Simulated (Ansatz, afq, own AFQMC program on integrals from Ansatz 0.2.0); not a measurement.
Two steps: Ansatz 0.2.0 writes the Fock matrix and Cholesky factors of the valence space, and afq projects on them the lowest state that overlaps trial and start.

```yaml
crystal:
  periodic: [false, false, false]
  atoms:
    - {symbol: Al, position_ang: [0.000000, -0.074388, 0.613390]}
    - {symbol: C, position_ang: [0.000000, 0.010117, -1.308029]}
    - {symbol: H, position_ang: [0.000000, 1.321704, 1.420502]}
    - {symbol: H, position_ang: [0.000000, 0.549036, -2.253748]}
basis:
  gaussian: {orbitals: cc-pVDZ}
magnetization: {spin_polarized: true, initial_magnetization: 3}
correlation: {method: ccsd_t, electrons: outside_noble_gas, hamiltonian_folder: ham}
```

```sh
$ ansatz run in.yaml --threads 1 --pin off --events-out ev --progress --plain --max-ram 1843MiB
```

afq runs on the folder ham with

```
--method phaseless --trial hf --walkers 120 --populations 1 --least-time 40 --time-step 0.005 --steps-per-block 20 --equilibration-blocks 112 --max-blocks 600 --target-error 0.00108 --factor-cut 1e-05 --start spin_pure --seed 3100 --taylor-order 6
```

Times are imaginary, in 1/Eh. The walk had a cap of 1002 s.

Output of the walk:

```
orbitals 36  electrons 6 3  factors 267 of 401
reference energy -280.83039687 Eh
CCSD correlation -0.16086553 Eh in 12 cycles, weight of the determinant in the CISD state 0.9105
energy of the start -280.830822 Eh
 block  time / (1/Eh)  mean weight  energy / Eh
     1     0.100  1.0001  -280.862702
     2     0.200  1.0013  -280.890712
     3     0.300  1.0006  -280.909078
     4     0.400  1.0009  -280.920334
     5     0.500  0.9999  -280.929284
    10     1.000  1.0003  -280.970124
    66     6.600  0.9998  -281.002270
    79     7.900  0.9999  -280.972059
   131    13.100  0.9994  -280.996953
   196    19.600  1.0001  -281.001433
   261    26.100  1.0010  -280.999464
   300    30.000  0.9995  -281.015725
   326    32.600  1.0019  -280.977596
   391    39.100  1.0000  -280.992705
   456    45.600  0.9988  -280.996207
   521    52.100  0.9998  -280.991447
blocks merged  error / Eh  count
     1  0.000476  410
     2  0.000616  205
     4  0.000807  102
     8  0.001015  51
    16  0.001060  25
    32  0.001245  12
energy -280.994878 +/- 0.001060 Eh
(rows thinned)
```

The run passed its tests (sampling time, drift between the halves within three errors, error under three times the target), which doesn't prove that it has relaxed. The second half of the sampling lies above the first by 1.8 errors of their difference, so the energy may still be moving and its error bar be too small.

Against this walk (error 28.9 meV) on the same determinant: CCSD(T) 0.5 meV higher (within the noise), CCSDT(Q) 30.5 meV lower (within the noise), a separate phaseless walk with a CISD trial and standard settings 24.8 ± 29.7 meV lower (within the noise). The error is statistical and leaves out the bias of the constraint.

Cautions: constraint bias not in the error; lower spins were not checked.

The walk took 3.3 min on 1 thread of Intel(R) Xeon(R) Platinum 8375C CPU @ 2.90GHz (Ice Lake) (shared host). The log's last line is the phaseless energy.

CCSDT and higher add their correlation energy to the determinant of the CCSD(T) run, since their own runs factorise the integrals more tightly (a shift of under 2 meV). A walk keeps the symmetry of its determinant, which the program's search chose and which needn't be the lowest solution, so a lower state of the same spin and another symmetry isn't excluded.
